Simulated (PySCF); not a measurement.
Geometries of 2 isomers of C2H2ClN3, from PBE0-D3(BJ)/def2-SVP geometry optimisation, gas phase (PySCF 2.14.0). One conformer each, no zero-point energy, no frequencies.

Question: Which is lower in electronic energy at this level?
A.
```xyz
8
angstrom
Cl     0.742    2.109    0.793
C      0.245    0.606    0.180
C      0.538   -0.078   -0.979
N     -0.148   -1.247   -0.950
N     -0.835   -1.324    0.139
N     -0.609   -0.212    0.835
H      1.186    0.208   -1.802
H     -1.053   -0.063    1.734
```
B.
```xyz
8
angstrom
Cl     2.755   -0.638    0.289
C      1.118   -0.256    0.036
N      0.290   -0.830   -0.795
C     -0.859   -0.139   -0.584
N     -0.779    0.816    0.322
N      0.497    0.731    0.713
H     -1.786   -0.347   -1.117
H      0.878    1.350    1.418
```

Answer: B. That is `ClC1=NC=NN1`, 19.9 kcal/mol below the other.

```tsv
SMILES	atoms numbered as above	E (Eh)	relative (kcal/mol)	relative (kJ/mol)	dipole (D)
Clc1ncn[nH]1	[Cl:1][c:2]1[n:3][cH:4][n:5][nH:6]1	-701.11501	0.0	0.0	2.30
Clc1cnn[nH]1	[Cl:1][c:2]1[cH:3][n:4][n:5][nH:6]1	-701.08326	19.9	83.4	3.46
```
